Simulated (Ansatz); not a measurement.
**CH₃S (quartet): from Hartree-Fock to the top rungs, cc-pVDZ**

One table from this session's results is given with a row withheld; the runs are named, their logs left out.

Program: Ansatz 0.2.0, Gaussian basis. Level of theory: cc-pVDZ, core rule «outside noble gas», up to 6 orbitals frozen. These are calculated values, not measurements.

The runs, in order: UHF; CCSD(T) on ROHF; CCSD(T) on UHF; BCCD(T) on ROHF; CISD; CCSDT(Q) on ROHF; CCSDT(Q) on UHF; CASSCF and MRCISD+Q, 13 electrons in 11 orbitals; CASSCF and NEVPT2, 13 electrons in 11 orbitals.

19 further runs of the same task are left out: 8 that didn't finish, 11 set aside as unsound or not needed.

## The geometry

The geometry is a PBE0/def2-TZVP stationary point (not a proven minimum) of the parent state, kept for this charge and spin.

5 atoms, charge 0, spin multiplicity 4.

Atoms are counted from 1 here; the program's logs count them from 0.

Bond lengths: C1–S2 1.782 Å, C1–H3 1.096 Å, C1–H4 1.091 Å, C1–H5 1.091 Å. Angles: S2–C1–H3 106.4°, S2–C1–H4 111.9°, S2–C1–H5 111.9°, H3–C1–H4 107.7°, H3–C1–H5 107.7°, H4–C1–H5 110.9°.

The first run:

The input, in.yaml:

```yaml
crystal:
  periodic: [false, false, false]
  atoms:
    - {symbol: C, position_ang: [-0.007272, -0.000001, 1.189056]}
    - {symbol: S, position_ang: [-0.000232, 0.000000, -0.592809]}
    - {symbol: H, position_ang: [1.043518, 0.000004, 1.502027]}
    - {symbol: H, position_ang: [-0.474742, 0.898302, 1.593877]}
    - {symbol: H, position_ang: [-0.474733, -0.898309, 1.593876]}
basis:
  gaussian: {orbitals: cc-pVDZ}
magnetization: {spin_polarized: true, initial_magnetization: 3}
hamiltonian: {xc: hf}
output: {orbitals: {seedname: orbitals}}
```

The run is started by

```console
ansatz run in.yaml --threads 1 --pin off --events-out ev --progress --plain --max-ram 2393MiB
```

Among the steps run: UHF; CCSD(T) on ROHF; CCSD(T) on UHF; BCCD(T) on ROHF; CISD; CCSDT(Q) on ROHF; CCSDT(Q) on UHF; CASSCF and MRCISD+Q, 13 electrons in 11 orbitals; CASSCF and NEVPT2, 13 electrons in 11 orbitals.

One of the session's tables, all rows but one given; the rest of the session is left out.

```
          method  from UCCSDT(Q) (meV)
            ROHF               +7998.7
             UHF               +7882.8
            RMP2               +1150.8
            UMP2               +1193.0
            CISD                +848.0
           RCCSD                +239.4
           UCCSD                     ?
        RCCSD(T)                 +36.8
        UCCSD(T)                 +37.0
         BCCD(T)                 +35.6
          RCCSDT                 +13.2
          UCCSDT                 +12.8
       RCCSDT(Q)                  +0.7
       UCCSDT(Q)                     0
  CASSCF valence               +6293.9
  NEVPT2 valence               +1418.2
  MRCISD valence                +574.6
MRCISD+Q valence                 +70.3
```

**Question.** Estimate the row for UCCSD.

As computed: from UCCSDT(Q) (meV): +236.4. In the column «from UCCSDT(Q) (meV)» it lies between MRCISD+Q valence (+70.3) and RCCSD (+239.4).

Limits of these values: Restricted and unrestricted rows rest on different reference determinants; where their highest levels disagree by more than a few hundredths of an eV, they describe different states and don't form one ladder.
